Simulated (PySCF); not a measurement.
Compound: diphosphorus tetrafluoride, P2F4.
Structure used (PBE0-D3(BJ)/def2-SVP), in Å, numbered top down from 1:
```xyz
6
P2F4 angstrom
F     -1.2392   -0.9777   -1.2851
P     -0.4832   -1.0245    0.1423
F     -1.6778   -0.4622    1.0728
P      0.4869    1.0139   -0.1409
F      1.2808    0.9761    1.2645
F      1.6558    0.4444   -1.0992
```

Level: PBE0/pcSseg-1 in PySCF, non-relativistic, on one gas-phase PBE0-D3(BJ)/def2-SVP geometry that isn't relaxed in the solvent. The solvent is an IEF-PCM continuum (cavity from Bondi-type radii × 1.2). Only the electrostatic response of the medium enters.

```
                     medium  total energy (Eh)  HOMO (eV)  LUMO (eV)  dipole (D)
                  gas phase       -1081.469885     -7.494     -1.758       0.048
tetrahydrofuran (ε = 7.426)       -1081.474427     -7.210     -1.441       0.061
```

Task: What is E(solvent) − E(gas) in tetrahydrofuran, in kcal/mol?

Result: -1081.474427 − (-1081.469885) = -0.004542 Eh = -2.85 kcal/mol.

Task: Scale it by Onsager's factor (ε − 1)/(2ε + 1) to water (ε = 78.36), and compare with the calculation.

Result: The factor goes from 0.405 to 0.490, a ratio of 1.210, which gives -3.45 kcal/mol. The calculation gives -3.54 kcal/mol (total energy -1081.475519 Eh), so the scaled value is 2.5 % too small in size.

Task: Scale the changes of the other columns the same way. What are the values in water?

Result: 
```tsv
quantity	scaled	computed	difference
HOMO (eV)	-7.150	-7.158	+0.008
LUMO (eV)	-1.374	-1.381	+0.007
dipole (D)	0.064	0.066	-0.002
```

Task: How does each lowering split into the polarisation term (half the interaction with the induced surface charges) and the distortion of the solute's density?

Result: tetrahydrofuran: -2.98 + 0.13 kcal/mol, the distortion taking back 4 % of the polarisation term; water: -3.74 + 0.20 kcal/mol, the distortion taking back 5 % of the polarisation term.
